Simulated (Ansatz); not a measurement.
Relaxation of BClH₃ (5 atoms, charge 0, multiplicity 2), to a largest force component of 0.03 eV/Å in at most 50 steps.

Computed with Ansatz, UKS B3LYP-D4/def2-SVP.

```xyz
5
Properties=species:S:1:pos:R:3
B 0.000 0.000 -0.081
Cl 0.000 0.000 1.735
H 1.066 0.000 -0.632
H -1.066 0.000 -0.632
H 0.000 0.000 4.310
```

Task: Where does it end, and by what steps?

Result: The run converged. The force dipped under the threshold on the way, but the program's further checks kept it going. After 5 steps the energy has fallen by 0.082 eV; H5 moved furthest, 0.43 Å.

```
step  energy less start (eV)  largest force component (eV/Å)  accepted
   0                  0.0000                           1.464       yes
   1                 -0.0412                           0.860       yes
   2                 -0.0732                           0.136       yes
   3                 -0.0794                           0.041       yes
   4                 -0.0814                           0.013       yes
   5                 -0.0821                           0.004       yes
```

```xyz
5
Properties=species:S:1:pos:R:3
B 0.000 0.000 -0.162
Cl 0.000 0.000 1.584
H 1.058 0.000 -0.730
H -1.058 0.000 -0.730
H 0.000 0.000 4.737
```

Time of the run: 8 s on 1 thread of Arm Neoverse V2 (shared host), peak memory 0.11 GiB.
